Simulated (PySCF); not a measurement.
An unknown is described by computed data only.

Elements present: C, F and H. Monoisotopic mass: 76.0125 u.

| Item | Value |
| --- | --- |
| UV, first state | lowest singlet excitation: 6.33 eV (196 nm, f = 0.000) [TDDFT CAM-B3LYP/def2-SVPD] |
| 13C NMR | chemical shifts (computed TMS as zero) by class: 106.3 (1 C), 83.3 (1 C), 79.0 (1 C) ppm [GIAO PBE0/pcSseg-1] |
| 1H NMR | chemical shifts (computed TMS as zero) by class: 6.11 (1 H), 2.61 (1 H) ppm [GIAO PBE0/pcSseg-1] |
| Rotational structure | rotational constants A, B, C: 10.046, 3.950, 3.006 GHz [PBE0-D3(BJ)/def2-SVP] |
| Valence photoelectron | vertical ionisation energy: 11.60 eV [ΔSCF CAM-B3LYP/def2-SVPD] |
| UV, strongest line | among the 10 lowest singlet transitions: S10 at 9.82 eV (126 nm, f = 0.588) [TDDFT CAM-B3LYP/def2-SVPD] |

Gas-phase values; electronic properties from PySCF, density fitting. Levels stand in brackets. Isolated species at its PBE0-D3(BJ)/def2-SVP geometry, gas phase. NMR classes are plain means over equivalent atoms (diastereotopic ones count apart unless rotation or inversion swaps them), as if these changed places fast.

Q: Which formula fits the mass and the elements?

A: C3H2F2 (calculated 76.0125). No other formula that holds each of these elements comes within 0.0003 u with a fitting electron parity and a possible valence count.

Q: What is the compound? Reason from the data.

A: Numbering: `[CH:1]#[C:2][CH:3]([F:4])[F:5]`. Its formula, C3H2F2, gives 2 degrees of unsaturation: 0 rings and 2 π bonds in the structure found. 3 carbons fall into 3 classes; from least to most shielded: CHF2 carbon [C3] (106.3 ppm), terminal alkyne carbon [C1] (83.3 ppm), alkyne carbon [C2] (79.0 ppm). Hydrogen classes from least to most shielded: 1 H on a CHF2 carbon, C3 (6.11 ppm), 1 H on a terminal alkyne carbon, C1 (2.61 ppm). The first electron is taken from the HOMO, whose largest Löwdin shares are 0.42 on the terminal alkyne carbon, 0.42 on the alkyne carbon and 0.06 on the CHF2 carbon. The optimised geometry has point group Cs and is an asymmetric top. Structure: `C#CC(F)F`. Computed isomers that give other values at the same levels: `FC1=C[C@H]1F` (rotational constant A: 11.772 GHz; this holds for the one conformer computed); `FC1=C(F)C1` (rotational constant A: 11.104 GHz; this holds for the one conformer computed). The assignments are read from this structure; whether some other isomer fits the data as well wasn't checked.
